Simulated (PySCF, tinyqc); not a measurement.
Ways to converge the cycle: SCF convergence aids in the sto-3g basis, for BH2+, spin multiplicity 1. Computed by the program tinyqc with PySCF. RHF with one setting changed at a time; a run stops when the energy changes by less than 1e-09 hartree and the error matrix is below 1e-5. The start is random orbitals. Damping d keeps d of the old density; a shift (hartree) raises the virtual levels; DIIS n extrapolates F over n matrices.

Geometry (angstrom):
```
atom       x        y       z
B     0.0000   0.0000  0.0000
H     0.0000   1.4230  0.6490
H     0.0000  -1.5030  0.6850
```

lowest restricted solution found by these runs and by PySCF = -25.016972 hartree

Largest element of the error matrix X^T (FDS - SDF) X:
```
iteration    plain  damping 0.3  damping 0.6  shift 0.4   DIIS 3   DIIS 8
1          5.7e+00      5.7e+00      5.7e+00    5.7e+00  5.7e+00  5.7e+00
2          3.3e-01      1.7e+00      3.3e+00    6.1e-01  3.3e-01  3.3e-01
3          2.8e-01      5.8e-01      2.0e+00    2.1e-01  2.9e-01  2.9e-01
4          7.1e-02      2.1e-01      1.2e+00    1.4e-01  1.3e-01  1.3e-01
5          4.8e-02      8.2e-02      7.8e-01    1.4e-01  5.3e-02  5.2e-02
6          3.1e-02      6.5e-02      4.9e-01    1.3e-01  2.0e-02  1.9e-02
8          1.2e-02      3.8e-02      1.9e-01    8.5e-02  5.2e-04  8.2e-04
10         4.7e-03      2.1e-02      7.7e-02    6.0e-02  6.2e-05  5.3e-05
14         7.0e-04      6.2e-03      3.6e-02    2.7e-02        -        -
20         3.9e-05      9.8e-04      1.4e-02    6.4e-03        -        -
30               -      4.4e-05      2.7e-03    5.4e-04        -        -
45               -            -      2.3e-04    1.3e-05        -        -
60               -            -      1.9e-05          -        -        -
```

How each run ends:
```
run          iterations  E (hartree)                                                        state
plain                23   -25.016972                                                 lowest found
damping 0.3          35   -25.016972                                                 lowest found
damping 0.6         >60   -25.016972  falls steadily but slowly, by a factor of about 0.85 a step
shift 0.4            47   -25.016972                                                 lowest found
DIIS 3               13   -25.016972                                                 lowest found
DIIS 8               12   -25.016972                                                 lowest found
```

What does the comparison show, and why?

5 of 6 runs reach the lowest restricted solution found, in 12 to 47 iterations (fastest: DIIS 8). Not converged: damping 0.6. Plain steps already contract here, so damping only slows them. DIIS 3 and DIIS 8 gain by cancelling the error over several earlier matrices, much as a quasi-Newton step does. The restricted reference is unstable here: a spin-polarised solution lies 0.0021 hartree lower (PySCF), so results built on it describe a poor reference.
